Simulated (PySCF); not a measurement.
Consider sulfanylsilane, `[SiH3]S` (H4SSi). Numbering: `[SiH3:1][SH:2]`

Computed at M06-2X/ma-def2-TZVP // PBE0-D3(BJ)/ma-def2-SVP with PySCF (density fitting, grid level 3). Zero-point and thermal terms (298.15 K, 1 bar) come from unscaled PBE0-D3(BJ)/ma-def2-SVP harmonic frequencies, with soft modes damped to free rotors in the entropy.

**Question.** Rank these of its positions by gas-phase deprotonation enthalpy, most acidic first.
A. Si1 (silicon)
B. S2 (thiol sulfur)

**Answer.** B (1394 kJ/mol), A (1511 kJ/mol).

**Question.** For S2 (thiol sulfur), what are ΔE (electronic) and ΔG(298 K) of the loss of the proton?

**Answer.** ΔE = 1413 and ΔG = 1368 kJ/mol, beside ΔH = 1394 kJ/mol. The product is `[SiH3][S-]`.

---

Consider methylenimine, `C=N` (CH3N). Numbering: `[CH2:1]=[NH:2]`

These are calculated values, ωB97X-D3(BJ)/ma-def2-TZVP in PySCF (grid level 2) at geometries from PBE0-D3(BJ)/ma-def2-SVP. Thermal corrections: PBE0-D3(BJ)/ma-def2-SVP frequencies, unscaled, ideal gas at 298.15 K and 1 bar, quasi-RRHO entropy.

(1) Rank these of its positions by gas-phase deprotonation enthalpy, most acidic first.
A. N2 (imine nitrogen)
B. C1 (imine carbon)

(2) For C1 (imine carbon), what are ΔE (electronic) and ΔG(298 K) of the loss of the proton?

Answers

(1) A (1637 kJ/mol), B (1698 kJ/mol).

(2) ΔE = 1734 and ΔG = 1667 kJ/mol, beside ΔH = 1698 kJ/mol. The product is `[CH-]=N`.

Known limits: one E/Z form of each vinyl-type anion was tried, and another may lie lower.

---

Consider aminomethylium, `C=[NH2+]` ([CH4N]+). Numbering: `[CH2:1]=[NH2+:2]`

These are calculated values, ωB97X-D3(BJ)/ma-def2-TZVP in PySCF (grid level 2) at geometries from PBE0-D3(BJ)/ma-def2-SVP. The prefix ma- adds one diffuse s and one diffuse p function on all atoms but H. Zero-point and thermal terms (298.15 K, 1 bar) come from unscaled PBE0-D3(BJ)/ma-def2-SVP harmonic frequencies, with soft modes damped to free rotors in the entropy.

Q: Rank these of its positions by gas-phase deprotonation enthalpy, most acidic first.
A. N2 (amine nitrogen)
B. C1 (imine carbon)

A: A (878 kJ/mol), B (1022 kJ/mol).

Q: For N2 (amine nitrogen), what are ΔE (electronic) and ΔG(298 K) of the loss of the proton?

A: ΔE = 909 and ΔG = 845 kJ/mol, beside ΔH = 878 kJ/mol. The product is `C=N`.
